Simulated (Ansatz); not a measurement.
For pyrite PtSb2, PBE-D3(BJ) (plane waves, PAW; Ansatz, an electronic-structure program) gives:

| Item | Result |
|---|---|
| lattice parameter a | 6.473 Å |
| bulk modulus B0 | 117 GPa |
| formation enthalpy | -0.487 eV/atom |

Task: What does r²SCAN in Ansatz (plane waves, PAW) give for the same quantities?

Result: 
- lattice constant a: 6.504 Å (increases by 0.5 %)
- bulk modulus: 116 GPa (hardly moves)
- formation enthalpy: -0.530 eV/atom (moves by -0.043 eV/atom)

For comparison: lattice constant a 6.44 Å (measured, temperature not stated, no zero-point or thermal correction; as tabulated in Saeed et al. (2013), arXiv:1402.4256).

Changes are worked out from the printed values.

Unless a cell is named, each level is at its own relaxed cell (PBE-D3(BJ) 22.61, r²SCAN 22.93 Å³/atom).

Levels without +SOC leave out spin–orbit coupling, which shifts energies and cells of such heavy elements.

The crystal itself was run without spin with PBE-D3(BJ), r²SCAN; a magnetic state was not tried in these runs.

Ansatz's density-functional and Hartree–Fock values are scalar-relativistic unless marked +SOC, with PAW data made under PBE.
